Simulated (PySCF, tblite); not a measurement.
## Complex of PH2F and hydrogen cyanide

A gas-phase complex of PH2F and hydrogen cyanide; neutral, singlet. The structure comes from a short search (6 tight-binding starts) and was relaxed by PBE0-D3(BJ)/def2-TZVPD; another way of binding may lie lower. No frequency run checks that it is a minimum.

Parts: 1 = PH2F (FP), atoms 1–4; 2 = hydrogen cyanide (C#N), atoms 5–7.

Coordinates in Å:
```
F1      1.347    0.119   -0.117
P2     -0.174   -0.035    0.422
H3     -0.611   -0.982   -0.548
H4     -0.734    1.047   -0.316
C5      4.185   -0.198    1.380
N6      5.152   -0.354    1.975
H7      3.278   -0.055    0.826
```

| contact | kind (by geometry) | distance (Å) | angle (°) |
| --- | --- | --- | --- |
| H7···F1 | C–H hydrogen bond | 2.156 | 174 |

Interaction energies are complex less parts, with the parts frozen as they stand in it; counterpoise-corrected, in kcal/mol (PySCF). The CCSD(T) estimate is Hartree-Fock/aug-cc-pVQZ, plus the MP2 correlation part extrapolated as X⁻³ from aug-cc-pVTZ and aug-cc-pVQZ, plus CCSD(T) less MP2 in aug-cc-pVDZ; noble-gas cores are frozen. It isn't the exact limit.

| level | interaction | superposition error removed |
| --- | --- | --- |
| Hartree-Fock/aug-cc-pVQZ | -2.22 | - |
| wB97M-D3(BJ)/def2-TZVPD | -2.63 | -0.07 |
| PBE0-D3(BJ)/def2-TZVPD | -2.76 | -0.07 |
| MP2/aug-cc-pVQZ | -2.60 | -0.23 |

(1) What does CCSD(T) at its estimated basis limit give, and which of these levels comes nearest?

(2) What holds them together? Decompose the wB97M-D3(BJ)/def2-TZVPD energy: frozen parts, their antisymmetrised product, then relaxation.

The parts were also relaxed and run alone, at the levels used for the complex: shieldings by PBE0/pcSseg-2; core levels by delta-SCF with SCAN, pcX-2 on the ionised atom and pcseg-1 elsewhere, spin-free X2C.

Values alone: C5–H7 bond (Å): 1.069; shielding of H7 (ppm): 29.01; shielding of F1 (ppm): 504.2; shielding of C5 (ppm): 71.5; F1 1s core level (eV): 692.89; C5 1s core level (eV): 293.41; N6 1s core level (eV): 406.64.

(3) How do these values change when the complex forms?

Results:

(1) -2.69 kcal/mol. wB97M-D3(BJ)/def2-TZVPD and PBE0-D3(BJ)/def2-TZVPD and MP2/aug-cc-pVQZ come equally near, within the error of the estimate; the errors are Hartree-Fock/aug-cc-pVQZ +0.47, wB97M-D3(BJ)/def2-TZVPD +0.06, PBE0-D3(BJ)/def2-TZVPD -0.07, MP2/aug-cc-pVQZ +0.09.

(2) electrostatic -3.1, Pauli repulsion +2.0, orbital relaxation -1.1, dispersion correction -0.6 kcal/mol, which sum to the value before the counterpoise correction; the Pauli term holds the exchange-correlation of the frozen density too. Of the attraction, 65 % is electrostatic, 23 % is orbital relaxation, 12 % is dispersion correction.

(3) 
```tsv
property	alone	in the complex	change
C5–H7 bond (Å)	1.069	1.072	+0.003
shielding of H7 (ppm)	29.01	28.43	-0.58
shielding of F1 (ppm)	504.2	502.1	-2.1
shielding of C5 (ppm)	71.5	69.3	-2.2
F1 1s core level (eV)	692.89	693.44	+0.55
C5 1s core level (eV)	293.41	292.91	-0.50
N6 1s core level (eV)	406.64	406.17	-0.47
```

The core-hole states of C5, N6 are spin-contaminated (⟨S²⟩ 0.84, 0.83 against 0.75 for a pure doublet), so those values and differences from them are less sure.
